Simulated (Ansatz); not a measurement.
Ansatz (a first-principles code) input (HF/3-21G): The .json file is the Basis Set Exchange's 3-21G.

Ansatz 0.2 input:
```yaml
crystal:
  periodic: [false, false, false]
  atoms:
    - {symbol: Li, position_ang: [-0.00000000, -0.00000000, -1.49792933]}
    - {symbol: F, position_ang: [0.00000000, 0.00000000, 0.49930978]}
basis:
  gaussian:
    orbitals: 3-21G.json
hamiltonian:
  xc: {name: HF}
total_charge: 1
magnetization: {spin_polarized: true, initial_magnetization: 1}
phonons: {temperatures: {t_min: 298.15, t_max: 298.15, t_step: 100}}
```

**Question.** Which harmonic wavenumbers does it give?

**Answer.** 360 cm⁻¹ (unscaled; negative means imaginary).
